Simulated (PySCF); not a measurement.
# BH5P2: the cost of one run

The runs use PySCF 2.14.0, with density-fitted response routines of our own; the level of theory stands in each step. All values are computed, except where a source is named. Atoms count from 0, in the outputs and in this text.

## (1) Starting geometry

8 atoms, charge 0, multiplicity 1; geometry from: GFN2-xTB.

Bonds of the start (Å): P0–B1 1.87, B1–P2 1.87, P0–H3 1.38, P0–H4 1.38, B1–H5 1.17, P2–H6 1.38, P2–H7 1.38.

## (2) Geometry optimisation at PBE0-D3(BJ)/def2-SVP

Job settings and geometry (Å):

```
{"job": {"xc": "PBE0", "basis": "def2-SVP", "d3": "d3bj", "grid": 1, "kind": "geom"}, "charge": 0, "multiplicity": 1}
P     -1.573265     0.346888     0.336619
B      0.054613    -0.567831     0.321584
P      1.533305     0.105329    -0.599701
H     -1.558180     0.922574    -0.920176
H     -2.448085    -0.672383     0.016650
H      0.150282    -1.582009     0.899718
H      2.513729    -0.008073     0.365909
H      1.336659     1.464917    -0.445169
```

The run is started by

```
OMP_NUM_THREADS=1 python probes_run.py task.json out
```

The driver reads the jobs from task.json and runs them one after another.

Q: Estimate the wall time and peak memory of this first job on 1 thread of Intel Xeon Platinum 8488C, shared host.

About 9.4 s, with a peak of 0.33 GiB.
